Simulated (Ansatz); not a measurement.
System (SMILES): N (NH3).
Atoms: N1, H2, H3, H4. Bonds: N1-H2, N1-H3, N1-H4.

Basis-set convergence of the highest harmonic wavenumber at PBE with Ansatz (a quantum-chemistry and plane-wave program). Each level at its own minimum, finite differences of forces, unscaled; the reference is a large set that could be run, not a limit. Cartesian d functions, on some or all atoms, in 6-31+G*, 6-31G**; all else is spherical. The program fits the integrals of some runs and decomposes those of others, by size. Core-valence sets carry the plain set on hydrogen. No added dispersion term, no relativity. Reference: the value in aug-pcseg-2, 3512 cm⁻¹, itself unsure by roughly 3 cm⁻¹ (its mean distance from aug-cc-pVTZ, def2-TZVPPD).

```csv
basis,functions,highest harmonic wavenumber (cm⁻¹)
3-21G,15,___
def2-SV(P),20,___
6-31+G*,25,___
cc-pVDZ,29,3449
6-31G**,30,3508
def2-SVPD,44,3530
"6-311++G(2d,2p)",57,3518
def2-TZVPD,64,___
cc-pVTZ,72,3495
pcseg-2,72,3518
cc-pCVTZ,85,3490
def2-TZVPPD,88,3512
aug-cc-pVTZ,115,3505
```

Question: Fill in the missing entries.

Answer: 
- 3-21G, highest harmonic wavenumber (cm⁻¹): 3438
- def2-SV(P), highest harmonic wavenumber (cm⁻¹): 3431
- 6-31+G*, highest harmonic wavenumber (cm⁻¹): 3521
- def2-TZVPD, highest harmonic wavenumber (cm⁻¹): 3499
